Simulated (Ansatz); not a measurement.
One change: `[AlH2][NH][AlH2]` becomes `B[NH][AlH2]`.

Ansatz, PBE0-D4/def2-TZVP geometries, multiplicity 1. 

```
                                           property  `[AlH2][NH][AlH2]`
   size of the dipole moment (B3LYP/def2-TZVPP) / D                0.95
                HOMO energy (B3LYP/def2-TZVPP) / eV               -7.88
               HOMO–LUMO gap (PBE0/def2-TZVPP) / eV                7.04
                HOMO–LUMO gap (PBE/def2-TZVPP) / eV                5.02
                  LUMO energy (PBE/def2-TZVPP) / eV               -1.88
vertical ionisation energy (CCSD(T)/CBS(def2)) / eV               10.39
```

(1) What does the change do to each property? (Estimate.)

Answers

(1) Ansatz gave: 
```tsv
property	`B[NH][AlH2]`	shift
size of the dipole moment (B3LYP/def2-TZVPP) / D	1.39	0.44
HOMO energy (B3LYP/def2-TZVPP) / eV	-8.29	-0.41
HOMO–LUMO gap (PBE0/def2-TZVPP) / eV	7.16	0.12
HOMO–LUMO gap (PBE/def2-TZVPP) / eV	5.00	-0.02
LUMO energy (PBE/def2-TZVPP) / eV	-2.12	-0.24
vertical ionisation energy (CCSD(T)/CBS(def2)) / eV	11.29	0.90
```

With PBE0 the HOMO falls by 0.33 eV and the LUMO falls by 0.21 eV, so the gap widens by about 0.12 eV. PBE moves the HOMO by -0.23 eV and ωB97M-V by -0.28 eV. Dipoles are sizes alone; their direction can turn.

B3LYP here is the variant with VWN-RPA as its local correlation; programs differ in this.
